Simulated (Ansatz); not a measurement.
**What each rung costs and misses: atomization of CH4S, singlet**

Geometry (MP2(full)/6-31G*, from the G2/97 set):

```xyz
6

C    -0.0261    1.2273    0.0000
S    -0.0261   -0.5871    0.0000
H     1.3049   -0.7455    0.0000
H    -1.0708    1.5392    0.0000
H     0.4541    1.6290    0.8923
H     0.4541    1.6290   -0.8923
```

Measured, as an electronic atomization energy: 1981.5 kJ/mol (G2/97 heats of formation of molecule and atoms, with zero-point and thermal terms from B3LYP taken off; Curtiss et al., J. Chem. Phys. 106, 1063 (1997), Staroverov et al., J. Chem. Phys. 119, 12129 (2003)). The measured value holds scalar relativity and spin–orbit coupling, which all computed ones lack, and core correlation, which the wave-function levels lack. Atoms are taken at the same level; beside RHF, RMP2 and RCC rows they are unrestricted. Truncated CI is not size-consistent. The atoms' steps beyond CCSDT(Q) are taken from restricted open-shell runs, which share full CI's core. Ansatz 0.2.0; the 6-31G* set has Cartesian d functions; a miss is computed less measured; times are wall times on shared hosts and scatter by a factor of two or so. A small miss in a small set is a cancellation of the method's error against the basis error.

| level | basis | miss (kJ/mol) | time of the run | hardware |
| --- | --- | --- | --- | --- |
| RHF | STO-3G | -142.1 | 0.13 s | 1 CPU thread |
| RMP2 | STO-3G | 41.0 | – | – |
| RCCSD(T) | STO-3G | 92.2 | 0.15 s | 1 CPU thread |
| RCCSDT(Q) | STO-3G | 92.8 | 0.48 s | 1 CPU thread |
| RCCSDTQ | STO-3G | 92.8 | 3.6 s | 1 CPU thread |
| full CI | STO-3G | 92.8 | 1.1 s | 1 CPU thread |
| PBE | STO-3G | 463.6 | 0.33 s | 1 CPU thread |
| wB97M-V | STO-3G | 486.6 | 1.3 s | 1 CPU thread |
| B2PLYP | STO-3G | 286.0 | 0.39 s | 1 CPU thread |
| RHF | 6-31G | -659.8 | 0.22 s | 1 CPU thread |
| RMP2 | 6-31G | -378.4 | – | – |
| RCCSDT(Q) | 6-31G | -350.0 | 1.9 s | 1 CPU thread |
| PBE | 6-31G | -68.5 | 0.48 s | 1 CPU thread |
| r2SCAN | 6-31G | -96.9 | 0.85 s | 1 CPU thread |
| B3LYP | 6-31G | -110.8 | 0.48 s | 1 CPU thread |
| wB97M-V | 6-31G | -79.0 | 1.7 s | 1 CPU thread |
| RCCSD(T) | 6-31G* | -208.7 | 0.52 s | 1 CPU thread |
| RCCSDTQ | 6-31G* | -207.6 | 8.5 s | H100 + 5 CPU threads |
| MRCISD+Q (valence space) | 6-31G* | -214.7 | 9.5 s | H100 + 5 CPU threads |
| PBE | 6-31G* | 9.5 | 0.48 s | 1 CPU thread |
| wB97M-V | 6-31G* | 12.9 | 2.2 s | 1 CPU thread |
| B2PLYP | 6-31G* | -83.5 | 0.79 s | 1 CPU thread |
| RHF | cc-pV(D+d)Z | -540.1 | 0.4 s | 1 CPU thread |
| RCCSDT(Q) | cc-pV(D+d)Z | -142.0 | 21 s | 1 CPU thread |
| MRCISD+Q (valence space) | cc-pV(D+d)Z | -151.6 | 12 s | H100 + 5 CPU threads |
| PBE | cc-pV(D+d)Z | -5.2 | 0.61 s | 1 CPU thread |
| B3LYP | cc-pV(D+d)Z | -38.7 | 0.79 s | 1 CPU thread |
| wB97M-V | cc-pV(D+d)Z | 1.0 | 2.6 s | 1 CPU thread |
| B2PLYP | cc-pV(D+d)Z | -72.7 | 1.1 s | 1 CPU thread |
| RHF | cc-pV(T+d)Z | -515.5 | 1.2 s | 1 CPU thread |
| RCCSD(T) | cc-pV(T+d)Z | -45.7 | 33 s (with forces) | 1 CPU thread |
| MRCISD+Q (valence space) | cc-pV(T+d)Z | -59.2 | 10 s | H100 + 5 CPU threads |
| wB97M-V | cc-pV(T+d)Z | 13.1 | 5.5 s (with forces) | 1 CPU thread |
| B2PLYP | cc-pV(T+d)Z | -20.0 | 2.3 s | 1 CPU thread |
| RHF | cc-pV(Q+d)Z | -513.1 | 4 s | 1 CPU thread |
| RCCSD(T) | cc-pV(Q+d)Z | -15.9 | 4.5 s | H100 + 5 CPU threads |
| PBE | cc-pV(Q+d)Z | 21.8 | 4 s | H100 + 5 CPU threads |
| r2SCAN | cc-pV(Q+d)Z | 5.7 | 3 s | H100 + 5 CPU threads |
| B3LYP | cc-pV(Q+d)Z | -5.0 | 6.5 s | H100 + 5 CPU threads |
| wB97M-V | cc-pV(Q+d)Z | 14.6 | 3.1 s | H100 + 5 CPU threads |

HF's time is that of a plain UHF run. A dash: the level came out of a higher level's run.

A composite of the best parts (restricted reference, at this geometry, which isn't the minimum of the high levels):

```csv
part,kJ/mol
"Hartree–Fock limit (T, Q; exp(−5.46 √X))",1469.17
"CCSD(T) correlation limit (T, Q; X⁻³)",517.10
CCSDT − CCSD(T) (TZ),-1.18
(Q) (TZ),1.43
CCSDTQ − CCSDT(Q) (DZ),-0.03
sum,1986.5
sum less measured,5.0
```
